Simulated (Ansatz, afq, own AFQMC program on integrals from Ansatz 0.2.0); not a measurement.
Where AFQMC and coupled cluster stand for CHB, triplet

```xyz
3

B     0.0000    0.0000    1.7743
C     0.0000    0.0000   -0.3517
H     0.0000    0.0000   -1.4225
```

Connectivity, by distances: B ··· CH.

Basis 6-31G. Only valence electrons are correlated. Ansatz 0.2.0 and our own AFQMC program on the same integrals; the CISD trial comes from CCSD amplitudes, and released means the phaseless constraint is let go. Error bars are statistical, one sigma.

Determinant: UHF, the one that the program's search chose, which needn't be the lowest solution. The geometry is a point of a scan.

Full CI on the same integrals is exact in this basis and with this determinant's frozen core.

Cautions: lower spins were not checked; the determinant is a saddle point among determinants of its kind; strong correlation (T1 0.051, weight of the determinant 0.84, largest double 0.10); unrestricted determinant spin contaminated (⟨S²⟩ 2.19 against 2.00); the released energies are still falling, so no released level is given (meV from the phaseless value at times in 1/Eh: -11 ± 3 at 0.24, -17 ± 4 at 0.51, -30 ± 4 at 0.99, -33 ± 5 at 1.62, -41 ± 12 at 2.40), though the last usable value meets full CI within the noise.

```
T1 diagnostic                               : 0.0512
weight of the determinant in the CISD state : 0.844
⟨S²⟩ of the determinant                     : 2.188
size of the correlated space                : 8 electrons in 18 orbitals
```

```tsv
level	correlation energy (eV)
MP2	-2.2642
CCSD	-3.3831
CCSD(T)	-3.4786
```

Q: Estimate where full CI lies against CCSD(T) on the same integrals.

A: 58.6 meV below CCSD(T).

Reference: full CI, correlation energy -3.537 eV.

```json
{"level": "CCSD(T)", "E − E(reference) (meV)": "58.6", "share of correlation (%)": "98.34"}
{"level": "CCSDT", "E − E(reference) (meV)": "8.9", "share of correlation (%)": "99.75"}
{"level": "CCSDT(Q)", "E − E(reference) (meV)": "-3.0", "share of correlation (%)": "100.09"}
{"level": "CCSDTQ", "E − E(reference) (meV)": "-0.1", "share of correlation (%)": "100.00"}
{"level": "ph-AFQMC/CISD", "E − E(reference) (meV)": "40.2 ± 4.2", "share of correlation (%)": "98.86"}
```

CCSDT and higher add their correlation energy to the determinant of the CCSD(T) run, since their own runs factorise the integrals more tightly (a shift of under 2 meV). A walk keeps the symmetry of its determinant, which the program's search chose and which needn't be the lowest solution, so a lower state of the same spin and another symmetry isn't excluded.
